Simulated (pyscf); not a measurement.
Optimised with ωB97X-D3(BJ)/def2-SVP in PySCF.

### Question
What is the homolytic dissociation enthalpy (298 K, ωB97M-D3(BJ)/def2-TZVP) of the S–W bond of F–W(F)(F)(F)(SH)–SH, to [F–W(F)(F)(F)–SH]• + SH•?

### Answer
S–W to [F–W(F)(F)(F)–SH]• + SH•: 150.4 kJ/mol. The 7 functionals that were run give +140.5 (M06-2X) to +204.0 kJ/mol (PBE). The radicals are drawn with the spin at the cut bond; how far it spreads was not checked. Other isomers of [F–W(F)(F)(F)–SH]• were not searched in full and may lie lower. Left out: the spin-orbit lowering of SH. Open-shell species with a d-block atom are single-reference here; other states, and whether the spin sits on metal or ligand, were not checked. Elements past Kr carry the def2 core potentials, without spin-orbit coupling.
